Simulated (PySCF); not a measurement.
Compound: C5H7F.
SMILES: `FC1=CCCC1`

The closed-shell ground state was solved at several levels (PySCF, density fitting, gas phase, non-relativistic). One conformer (not necessarily the lowest) at the PBE0-D3(BJ)/def2-SVP geometry, without solvent, vibrations or thermal averaging.

| level | basis functions | HOMO (eV) | LUMO (eV) | gap (eV) | dipole (D) |
| --- | --- | --- | --- | --- | --- |
| PBE0/6-31G* | 98 | -6.48 | 1.21 | 7.69 | 1.37 |
| CAM-B3LYP/def2-SVPD | 179 | -8.17 | 1.42 | 9.59 | 1.74 |
| PBE0/def2-TZVP | 228 | -6.75 | 0.73 | 7.48 | 1.58 |
| BHandHLYP/def2-SVPD | 179 | -7.89 | 1.26 | 9.15 | 1.80 |
| mPW1PW91/pcSseg-1 | 137 | -6.83 | 0.73 | 7.56 | 1.61 |

Task: Estimate the row for PBE0/6-31+G*, a basis of 122 functions; the other rows only guide the guess.

Result: HOMO -6.75 eV, LUMO 0.56 eV, gap 7.31 eV, dipole 1.74 D.

Task: Over all these levels, which gives the widest orbital gap and which the narrowest?

Result: CAM-B3LYP/def2-SVPD (range-separated hybrid) has the widest, 9.59 eV, and PBE0/6-31+G* (global hybrid, 25 % exact exchange) the narrowest, 7.31 eV. Functional and basis both differ between the two, so the spread mixes both effects.

Task: How much does the basis alone move the frontier levels among the 3 PBE0 rows (the withheld one included)?

Result: The HOMO by 0.27 eV and the LUMO by 0.65 eV. By rising basis size (HOMO, LUMO in eV): 6-31G* -6.48, 1.21; 6-31+G* -6.75, 0.56; def2-TZVP -6.75, 0.73.

Task: How far do the dipole and the HOMO energy spread over the levels?

Result: The dipole runs from 1.37 to 1.80 D (mean 1.64 D) and the HOMO from -8.17 to -6.48 eV.
